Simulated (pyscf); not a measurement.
A first-order saddle from PySCF, ωB97X-D3(BJ)/def2-SVP:

```
O
H 1 0.9643
Zn 1 1.9073 2 126.91
O 3 1.8017 1 143.46 2 -41.12
H 4 0.9628 3 112.85 1 -9.28
O 3 1.8992 4 138.36 5 173.60
H 6 0.9643 3 127.06 4 39.11
C 6 1.9888 7 107.57 3 -120.56
H 8 1.0914 6 97.81 7 54.09
H 8 1.0939 9 113.35 6 80.09
H 8 1.0942 9 113.31 10 124.55
```

Surface: singlet, charge 0. Lowest wavenumbers (cm⁻¹): 701i, 82, 116, 168, 196.

Which two sides does it connect, and which bonds change?

HO–Zn–OH + methanol (H₃C–OH) ⇌ methanol (H₃C–OH) + HO–Zn–OH, a four-centre exchange read from left to right: O–Zn, C–O broken and C–O, O–Zn formed. At ωB97M-D3(BJ)/def2-TZVP it lies +51.9 kcal/mol from the left side and +51.9 kcal/mol from the right (each side as separated species at their lowest minima found). On the reactant side the descent ends in an adduct with a O–Zn contact (not fully relaxed), 15.1 kcal/mol under the separated species and 67.7 kcal/mol under the saddle at ωB97X-D3(BJ)/def2-TZVP. On the product side the descent ends in an adduct with a O–Zn contact (not fully relaxed), 16.8 kcal/mol under the separated species and 69.4 kcal/mol under the saddle at ωB97X-D3(BJ)/def2-TZVP. What is counted as formed (O–Zn) is already present as a longer contact in the reactant adduct; forming that adduct is a step of its own. What is counted as broken (O–Zn) persists as a longer contact in the product adduct; parting that adduct is a step of its own. One saddle was located; it need not be the lowest between these sides. Elements up to Kr have no core potential and no relativistic terms here.
